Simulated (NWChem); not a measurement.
## Correlation energy of disilane (H6Si2)

SMILES: [SiH3][SiH3]
```xyz
8

Si     1.1759     0.0521     0.0000
Si    -1.1759    -0.0521     0.0000
H      1.6663     0.7806     1.2230
H      1.6663     0.7806    -1.2230
H      1.7601    -1.3356     0.0000
H     -1.6663    -0.7806     1.2230
H     -1.6663    -0.7806    -1.2230
H     -1.7601     1.3356     0.0000
```
Charge 0, spin multiplicity 1.

Everything below was run with NWChem. All single points use one geometry, from PBE/def2-SVP, a minimum by its harmonic frequencies.

Basis set: 6-31G*. Each correlation energy counts from its own Hartree-Fock reference.

The correlated methods keep 10 core orbitals frozen. The Pople sets run with spherical d functions. Coupled-cluster values serve here as a point of comparison, not as the truth.

One of these methods gave a correlation energy of -159.6 mHa. Which?
(A) MP2
(B) CCSD
(C) CR-CCSD[T]
(D) SCS-MP2

A, MP2. The others give -171.8 (SCS-MP2), -208.1 (CR-CCSD[T]), -203.7 (CCSD).
